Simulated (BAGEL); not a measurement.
# singlet C2H4N+ at 4 levels

We compute a comparison of 4 runs (B3LYP/6-31G*, B3LYP/def2-TZVP, PBE0/def2-TZVP, RI-MP2/def2-TZVP) of singlet C2H4N+. 

The results are computed with BAGEL 1.2.2.

4 further runs of the same task are left out: 4 that didn't finish. Runs told in other sessions of the task aren't counted.

### Step 1. The structure to begin with

C2H4N+ has 7 atoms, charge +1, and is taken as a singlet. SMILES of the parent species: `[CH2]N=C`. The coordinates come from a GFN2-xTB relaxation. This is one conformer, not always the lowest. That shape belongs to the parent species and isn't relaxed for this state.

Bond lengths: C1–N2 1.288 Å, N2–C3 1.288 Å, C1–H4 1.076 Å, C1–H5 1.086 Å, C3–H6 1.076 Å, C3–H7 1.086 Å. Angles: C1–N2–C3 132.4°, N2–C1–H4 118.0°, N2–C1–H5 123.5°, N2–C3–H6 117.9°, N2–C3–H7 123.5°, H4–C1–H5 118.4°, H6–C3–H7 118.4°.

### Step 2. The energy at B3LYP/6-31G(d) (density fitting with qzvpp-jkfit, spherical functions) (run 1)

File job.json:

```json
{ "bagel" : [

{
  "title" : "molecule",
  "basis" : "6-31gs.json",
  "df_basis" : "qzvpp-jkfit",
  "angstrom" : true,
  "geometry" : [
    { "atom" : "C", "xyz" : [      -0.965000,       0.224720,      -0.638670 ] },
    { "atom" : "N", "xyz" : [      -0.290780,      -0.385320,       0.273070 ] },
    { "atom" : "C", "xyz" : [       0.928770,      -0.274370,       0.672530 ] },
    { "atom" : "H", "xyz" : [      -1.879780,      -0.228600,      -0.978660 ] },
    { "atom" : "H", "xyz" : [      -0.700770,       1.205200,      -1.023830 ] },
    { "atom" : "H", "xyz" : [       1.185490,      -0.691760,       1.630880 ] },
    { "atom" : "H", "xyz" : [       1.722060,       0.150120,       0.064670 ] }
  ]
},

{ "title" : "ks", "xc_func" : "b3lyp", "charge" : 1 },

{ "title" : "print", "file" : "orbitals.molden", "orbitals" : true }

]}
```

The basis set 6-31G* is read from a file made from the Basis Set Exchange's data (not shown).

Command:

```console
BAGEL_NUM_THREADS=1 BAGEL job.json > job.out
```

What it wrote:

```text
* using 1 threads per process

  ===============================================================
  ===============================================================

  *** Geometry ***

  { "atom" : "C", "xyz" : [     -1.823586,      0.424659,     -1.206911 ] },
  { "atom" : "N", "xyz" : [     -0.549495,     -0.728149,      0.516028 ] },
  { "atom" : "C", "xyz" : [      1.755121,     -0.518484,      1.270898 ] },
  { "atom" : "H", "xyz" : [     -3.552269,     -0.431991,     -1.849399 ] },
  { "atom" : "H", "xyz" : [     -1.324263,      2.277498,     -1.934758 ] },
  { "atom" : "H", "xyz" : [      2.240251,     -1.307237,      3.081917 ] },
  { "atom" : "H", "xyz" : [      3.254222,      0.283686,      0.122209 ] },

  Number of auxiliary basis functions:      299

  Since a DF basis is specified, we compute 2- and 3-index integrals:
    o Being stored without compression. Storage requirement is 0.006 GB

  Number of basis functions:       50
  Number of electrons      :       23

    * METHOD: MOLECULE                             0.07

  *** Kohn-Sham DFT ***

    * Removing 11330 points whose weight is below 1.00e-10
    * Grid points: 93012

  === Nuclear Repulsion ===
    66.9380509733

       - DIIS with orbital gradients will be used.

  === KS iteration (b3lyp / 6-31gs.json) ===
      0       -113.52466704          0.18851035           0.14
      1       -117.39311788          0.15037850           0.14
      2       -113.38094099          0.27130115           0.14
      3       -129.08691062          0.15386480           0.14
      4       -131.25605994          0.10334291           0.14
      5       -132.31883873          0.06540727           0.14
      6       -132.80522245          0.03487347           0.14
      7       -132.97716582          0.01254501           0.14
      8       -132.99743648          0.00394425           0.14
      9       -132.99976453          0.00056646           0.14
     10       -132.99981757          0.00007251           0.14
     11       -132.99981835          0.00001331           0.14
     12       -132.99981837          0.00000857           0.14
     13       -132.99981838          0.00000207           0.14
     14       -132.99981838          0.00000122           0.14
     15       -132.99981838          0.00000042           0.14
     16       -132.99981838          0.00000004           0.14
     17       -132.99981838          0.00000001           0.14
     18       -132.99981838          0.00000000           0.14
    * SCF iteration converged.

    * Permanent dipole moment:
           (   -0.321741,    -0.426733,     0.302374) a.u.

    * METHOD: KS                                   3.04

    * METHOD: PRINT                                0.01

  ===============================================================
```

It took 3.3 s on 1 thread of Arm Neoverse V1, shared host; peak memory 0.23 GiB.

### Step 3. The energy at B3LYP/def2-TZVP (density fitting with qzvpp-jkfit) (run 2)

File input.json:

```json
{ "bagel" : [

{
  "title" : "molecule",
  "basis" : "def2-tzvp.json",
  "df_basis" : "qzvpp-jkfit",
  "angstrom" : true,
  "geometry" : [
    { "atom" : "C", "xyz" : [   -0.965000,    0.224720,   -0.638670 ] },
    { "atom" : "N", "xyz" : [   -0.290780,   -0.385320,    0.273070 ] },
    { "atom" : "C", "xyz" : [    0.928770,   -0.274370,    0.672530 ] },
    { "atom" : "H", "xyz" : [   -1.879780,   -0.228600,   -0.978660 ] },
    { "atom" : "H", "xyz" : [   -0.700770,    1.205200,   -1.023830 ] },
    { "atom" : "H", "xyz" : [    1.185490,   -0.691760,    1.630880 ] },
    { "atom" : "H", "xyz" : [    1.722060,    0.150120,    0.064670 ] }
  ]
},
{
  "title" : "ks",
  "xc_func" : "b3lyp",
  "charge" : 1
},
{
  "title" : "print",
  "file" : "orbitals.molden",
  "orbitals" : true
}

]}
```

The basis set def2-TZVP is read from a file made from the Basis Set Exchange's data (not shown).

Command:

```console
BAGEL_NUM_THREADS=1 BAGEL input.json > input.out
```

What it wrote:

```text
* using 1 threads per process

  ===============================================================
  ===============================================================

  *** Geometry ***

  { "atom" : "C", "xyz" : [     -1.823586,      0.424659,     -1.206911 ] },
  { "atom" : "N", "xyz" : [     -0.549495,     -0.728149,      0.516028 ] },
  { "atom" : "C", "xyz" : [      1.755121,     -0.518484,      1.270898 ] },
  { "atom" : "H", "xyz" : [     -3.552269,     -0.431991,     -1.849399 ] },
  { "atom" : "H", "xyz" : [     -1.324263,      2.277498,     -1.934758 ] },
  { "atom" : "H", "xyz" : [      2.240251,     -1.307237,      3.081917 ] },
  { "atom" : "H", "xyz" : [      3.254222,      0.283686,      0.122209 ] },

  Number of auxiliary basis functions:      299

  Since a DF basis is specified, we compute 2- and 3-index integrals:
    o Being stored without compression. Storage requirement is 0.033 GB

  Number of basis functions:      117
  Number of electrons      :       23

    * METHOD: MOLECULE                             0.13

  *** Kohn-Sham DFT ***

    * Removing 11330 points whose weight is below 1.00e-10
    * Grid points: 93012

  === Nuclear Repulsion ===
    66.9380509733

       - DIIS with orbital gradients will be used.

  === KS iteration (b3lyp / def2-tzvp.json) ===
      0       -105.84838652          0.16378068           0.31
      1       -114.39970544          0.11765640           0.30
      2       -110.30223680          0.19945750           0.30
      3       -128.71811008          0.10820600           0.30
      4       -131.15315275          0.07174985           0.30
      5       -132.30675693          0.04568094           0.30
      6       -132.71775539          0.03079594           0.30
      7       -133.02171932          0.00974611           0.30
      8       -133.05212290          0.00130664           0.30
      9       -133.05233713          0.00096567           0.30
     10       -133.05264726          0.00011096           0.30
     11       -133.05265136          0.00001073           0.30
     12       -133.05265140          0.00000379           0.30
     13       -133.05265140          0.00000052           0.30
     14       -133.05265140          0.00000033           0.30
     15       -133.05265140          0.00000014           0.30
     16       -133.05265140          0.00000003           0.30
     17       -133.05265140          0.00000002           0.30
     18       -133.05265140          0.00000000           0.31
    * SCF iteration converged.

    * Permanent dipole moment:
           (   -0.319039,    -0.423160,     0.299849) a.u.

    * METHOD: KS                                   6.26

    * METHOD: PRINT                                0.03

  ===============================================================
```

Wall time 6.6 s (1 thread of Arm Neoverse V1, shared host); peak memory 0.49 GiB.

### Step 4. A single-point energy at PBE0/def2-TZVP (density fitting with qzvpp-jkfit) (run 3)

File input.json:

```json
{ "bagel" : [

{
  "title" : "molecule",
  "basis" : "def2-tzvp.json",
  "df_basis" : "qzvpp-jkfit",
  "angstrom" : true,
  "geometry" : [
    { "atom" : "C", "xyz" : [      -0.965000,       0.224720,      -0.638670 ] },
    { "atom" : "N", "xyz" : [      -0.290780,      -0.385320,       0.273070 ] },
    { "atom" : "C", "xyz" : [       0.928770,      -0.274370,       0.672530 ] },
    { "atom" : "H", "xyz" : [      -1.879780,      -0.228600,      -0.978660 ] },
    { "atom" : "H", "xyz" : [      -0.700770,       1.205200,      -1.023830 ] },
    { "atom" : "H", "xyz" : [       1.185490,      -0.691760,       1.630880 ] },
    { "atom" : "H", "xyz" : [       1.722060,       0.150120,       0.064670 ] }
  ]
},

{ "title" : "ks", "xc_func" : "pbe0", "charge" : 1 },

{ "title" : "print", "file" : "orbitals.molden", "orbitals" : true }

]}
```

The basis set def2-TZVP is read from a file made from the Basis Set Exchange's data (not shown).

Command:

```console
BAGEL_NUM_THREADS=1 BAGEL input.json > input.out
```

What it wrote:

```text
* using 1 threads per process

  ===============================================================
  ===============================================================

  *** Geometry ***

  { "atom" : "C", "xyz" : [     -1.823586,      0.424659,     -1.206911 ] },
  { "atom" : "N", "xyz" : [     -0.549495,     -0.728149,      0.516028 ] },
  { "atom" : "C", "xyz" : [      1.755121,     -0.518484,      1.270898 ] },
  { "atom" : "H", "xyz" : [     -3.552269,     -0.431991,     -1.849399 ] },
  { "atom" : "H", "xyz" : [     -1.324263,      2.277498,     -1.934758 ] },
  { "atom" : "H", "xyz" : [      2.240251,     -1.307237,      3.081917 ] },
  { "atom" : "H", "xyz" : [      3.254222,      0.283686,      0.122209 ] },

  Number of auxiliary basis functions:      299

  Since a DF basis is specified, we compute 2- and 3-index integrals:
    o Being stored without compression. Storage requirement is 0.033 GB

  Number of basis functions:      117
  Number of electrons      :       23

    * METHOD: MOLECULE                             0.14

  *** Kohn-Sham DFT ***

    * Removing 11330 points whose weight is below 1.00e-10
    * Grid points: 93012

  === Nuclear Repulsion ===
    66.9380509733

       - DIIS with orbital gradients will be used.

  === KS iteration (pbe0 / def2-tzvp.json) ===
      0       -105.65701648          0.16329420           0.30
      1       -113.96322075          0.11682383           0.30
      2       -111.00217187          0.19407208           0.30
      3       -129.23865984          0.09781146           0.30
      4       -131.34232672          0.06440888           0.30
      5       -132.59847118          0.02773444           0.30
      6       -132.63190333          0.02672007           0.30
      7       -132.87266750          0.00544341           0.30
      8       -132.88166261          0.00072672           0.30
      9       -132.88172295          0.00059469           0.30
     10       -132.88183613          0.00008069           0.30
     11       -132.88183819          0.00002590           0.30
     12       -132.88183842          0.00000479           0.30
     13       -132.88183843          0.00000297           0.30
     14       -132.88183844          0.00000057           0.30
     15       -132.88183844          0.00000016           0.30
     16       -132.88183844          0.00000010           0.30
     17       -132.88183844          0.00000002           0.30
     18       -132.88183844          0.00000001           0.30
    * SCF iteration converged.

    * Permanent dipole moment:
           (   -0.319836,    -0.424237,     0.300599) a.u.

    * METHOD: KS                                   6.24

    * METHOD: PRINT                                0.03

  ===============================================================
```

Run time: 6.6 s. Hardware: 1 thread of Arm Neoverse V1, shared host; peak memory 0.49 GiB.

### Step 5. A single-point energy at RI-MP2/def2-TZVP (density fitting with qzvpp-jkfit) (run 4)

File mp2.json:

```json
{ "bagel": [

{
  "title": "molecule",
  "basis": "def2-tzvp.json",
  "df_basis": "qzvpp-jkfit",
  "angstrom": true,
  "geometry": [
    { "atom": "C", "xyz": [   -0.965000,    0.224720,   -0.638670 ] },
    { "atom": "N", "xyz": [   -0.290780,   -0.385320,    0.273070 ] },
    { "atom": "C", "xyz": [    0.928770,   -0.274370,    0.672530 ] },
    { "atom": "H", "xyz": [   -1.879780,   -0.228600,   -0.978660 ] },
    { "atom": "H", "xyz": [   -0.700770,    1.205200,   -1.023830 ] },
    { "atom": "H", "xyz": [    1.185490,   -0.691760,    1.630880 ] },
    { "atom": "H", "xyz": [    1.722060,    0.150120,    0.064670 ] }
  ]
},
{
  "title": "hf",
  "charge": 1
},
{
  "title": "mp2",
  "charge": 1,
  "ncore": 3
}

]}
```

The basis set def2-TZVP is read from a file made from the Basis Set Exchange's data (not shown).

Command:

```console
BAGEL_NUM_THREADS=1 BAGEL mp2.json > mp2.out
```

What it wrote:

```text
* using 1 threads per process

  ===============================================================
  ===============================================================

  *** Geometry ***

  { "atom" : "C", "xyz" : [     -1.823586,      0.424659,     -1.206911 ] },
  { "atom" : "N", "xyz" : [     -0.549495,     -0.728149,      0.516028 ] },
  { "atom" : "C", "xyz" : [      1.755121,     -0.518484,      1.270898 ] },
  { "atom" : "H", "xyz" : [     -3.552269,     -0.431991,     -1.849399 ] },
  { "atom" : "H", "xyz" : [     -1.324263,      2.277498,     -1.934758 ] },
  { "atom" : "H", "xyz" : [      2.240251,     -1.307237,      3.081917 ] },
  { "atom" : "H", "xyz" : [      3.254222,      0.283686,      0.122209 ] },

  Number of auxiliary basis functions:      299

  Since a DF basis is specified, we compute 2- and 3-index integrals:
    o Being stored without compression. Storage requirement is 0.033 GB

  Number of basis functions:      117
  Number of electrons      :       23

    * METHOD: MOLECULE                             0.14

  *** RHF ***

  === Nuclear Repulsion ===
    66.9380509733

      * DIIS with orbital gradients will be used.

  === RHF iteration (def2-tzvp.json) ===
      0       -132.14672878          0.01311363           0.03
      1       -132.21181676          0.00590290           0.03
      2       -132.22304196          0.00259870           0.03
      3       -132.22556732          0.00028956           0.03
      4       -132.22566296          0.00015934           0.03
      5       -132.22569815          0.00007383           0.03
      6       -132.22571078          0.00002596           0.03
      7       -132.22571230          0.00000684           0.03
      8       -132.22571238          0.00000330           0.03
      9       -132.22571239          0.00000127           0.03
     10       -132.22571239          0.00000021           0.03
     11       -132.22571239          0.00000007           0.03
     12       -132.22571239          0.00000002           0.03
     13       -132.22571239          0.00000001           0.03
    * SCF iteration converged.

    * Permanent dipole moment:
           (   -0.404501,    -0.535536,     0.379605) a.u.

    * METHOD: HF                                   0.51

  *** RHF ***

  === Nuclear Repulsion ===
    66.9380509733

      * DIIS with orbital gradients will be used.

  === RHF iteration (def2-tzvp.json) ===
      0       -132.22571239          0.00000001           0.03
    * SCF iteration converged.

    * Permanent dipole moment:
           (   -0.404501,    -0.535536,     0.379605) a.u.

  === DF-MP2 calculation ===

    * freezing 3 orbitals
    * 3-index integral transformation done
    * assembly done

      MP2 correlation energy:   -0.4761784407      0.03

      MP2 total energy:       -132.7018908325

    * METHOD: MP2                                  0.10

  ===============================================================
```

Run time: 0.89 s. Hardware: 1 thread of Arm Neoverse V1, shared host; peak memory 0.098 GiB.

### Step 6. Overview of the runs

| run | level | frozen core orbitals | energy (Eh) | HOMO energy (eV) | LUMO energy (eV) | HOMO–LUMO gap (eV) | wall time |
| --- | --- | --- | --- | --- | --- | --- | --- |
| 1 | B3LYP/6-31G* (density fitting with qzvpp-jkfit, spherical functions) | – | -132.999818 | -14.93 | -10.45 | 4.48 | 3.3 s |
| 2 | B3LYP/def2-TZVP (density fitting with qzvpp-jkfit) | – | -133.052651 | -14.98 | -10.54 | 4.44 | 6.6 s |
| 3 | PBE0/def2-TZVP (density fitting with qzvpp-jkfit) | – | -132.881838 | -15.19 | -10.30 | 4.89 | 6.6 s |
| 4 | RI-MP2/def2-TZVP (density fitting with qzvpp-jkfit) | 3 | -132.701891 | – | – | – | 0.89 s |

### Step 7. Outcome

```
                                          quantity          value
                               run 4: total energy  -132.70189 Eh
run 4: correlation energy (3 core orbitals frozen)     -476.2 mEh
```

**Reading.** Over runs 1, 2, 3 the HOMO–LUMO gap runs from 4.44 eV (B3LYP/def2-TZVP) to 4.89 eV (PBE0/def2-TZVP). Totals of different functionals can't be ranked against each other. All runs together took 17 s, the longest 6.6 s.
